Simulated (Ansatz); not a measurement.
## NH, triplet: reading a ladder of total energies

Geometry: MP2(full)/6-31G*, from the G2/97 set.

```xyz
2

N     0.0000    0.0000    0.0000
H     0.0000    0.0000    1.0394
```

Basis STO-3G; Ansatz 0.2.0. Only valence electrons are correlated (noble-gas cores frozen), which leaves 6 electrons in 5 orbitals. Prefix R: restricted or restricted open-shell reference; prefix U: unrestricted.

Full CI is exact within this basis and frozen core; it isn't the basis-set limit. The frozen core follows each run's orbitals, which can shift R against U totals by a few meV.

Runs differ by some tens of microhartree through their thresholds and, for an open shell, their frozen cores, so steps under 0.1 kcal/mol mean nothing.

```csv
level,total energy (hartree)
UHF,-54.262162
UMP2,-54.276256
UCCSD,-54.285038
UCCSD(T),-54.285040
UCCSDT,-54.285042
UCCSDT(Q),-54.285043
UCCSDTQ,-54.285043
full CI,-54.285028
```

Q: What is the correlation energy at full CI, and what share of it do UMP2 and UCCSD recover?

A: E(corr) = -54.285028 − (-54.262162) = -0.022866 hartree = -0.622 eV. UMP2: -0.014094 / -0.022866 = 61.64 %. UCCSD: -0.022876 / -0.022866 = 100.04 %.

Q: By how many kcal/mol does UCCSD(T) miss full CI (1 hartree = 627.509 kcal/mol), and which steps make up the rest?

A: -54.285040 − (-54.285028) = -0.000012 hartree = -0.01 kcal/mol. Steps: UCCSDT − UCCSD(T) = 0.00, UCCSDT(Q) − UCCSDT = 0.00, UCCSDTQ − UCCSDT(Q) = 0.00, full CI − UCCSDTQ = 0.01 kcal/mol. That is within 1 kcal/mol of the reference in this basis, which itself misses far more of the correlation at the basis-set limit.
